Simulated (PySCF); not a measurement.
Vertical excitation energies

Species: H6SSi2.
Z-matrix (Å and degrees, GFN2-xTB geometry), rows numbered from 1:
```
Si
S   1  2.1454
Si  2  2.1454  1  104.10
H   1  1.4581  2  108.46  3    59.96
H   1  1.4510  2  103.21  3   179.95
H   1  1.4583  2  108.52  3   -59.79
H   3  1.4583  2  108.44  1   -60.11
H   3  1.4510  2  103.06  1   179.84
H   3  1.4583  2  108.37  1    59.96
```

Computed with TDDFT PBE0/def2-SVPD, vertical, gas phase, core orbitals frozen in the response (PySCF 2.14.0, density-fitted response routines).

Task: What does the calculation give for the low-lying excited states?

Result: 

| state | E (eV) | λ (nm) | ν̃ (cm⁻¹) | f | symmetry | main configurations (H = HOMO, L = LUMO) |
| --- | --- | --- | --- | --- | --- | --- |
| S1 | 5.63 | 220.4 | 45370 | 0.013 | B1 or B2 | H→L (99%) |
| S2 | 6.23 | 199.2 | 50210 | 0.0000 | – | H→L+1 (96%) |
| S3 | 6.28 | 197.3 | 50680 | 0.0001 | – | H→L+2 (88%), H→L+3 (10%) |
| S4 | 6.78 | 183.0 | 54660 | 0.0009 | – | H→L+3 (89%), H→L+2 (10%) |
| S5 | 6.99 | 177.4 | 56370 | 0.033 | B1 or B2 | H→L+4 (91%) |
| S6 | 7.06 | 175.5 | 56970 | 0.057 | A1 | H-1→L (94%) |
| S7 | 7.32 | 169.3 | 59060 | 0.0000 | – | H→L+5 (98%) |
| S8 | 7.53 | 164.7 | 60720 | 0.0006 | – | H→L+6 (94%) |

Triplets (Tamm–Dancoff): T1 5.29 eV, H→L (97%); T2 5.91 eV, H→L+1 (92%); T3 6.14 eV, H→L+2 (81%), H→L+3 (17%).

The lowest singlet comes at 220 nm (543 kJ/mol) in the ultraviolet; it is weak; its leading configuration is HOMO→LUMO (99%). The strongest level in the table is S6 at 7.06 eV (176 nm, f = 0.057). Löwdin shares by element: HOMO sulfur 70%, silicon 19%; LUMO silicon 44%, sulfur 21%, hydrogen 6% or more (atoms not listed hold the other 29%). The oscillator strengths of these states sum to 0.105; summed over the whole spectrum of an exact calculation they would give the number of electrons, 50 (Thomas–Reiche–Kuhn). The listed states span 1.90 eV, and the widest gap between neighbours is 0.60 eV (S1 to S2). Weighted by f, the mean energy of these states is 6.86 eV. Symmetry labels in C2v follow from the direction of the transition dipole and are given only for states with f of 0.002 or more; B1 and B2 swap with the choice of axes. The window holds the lowest 8 singlets.
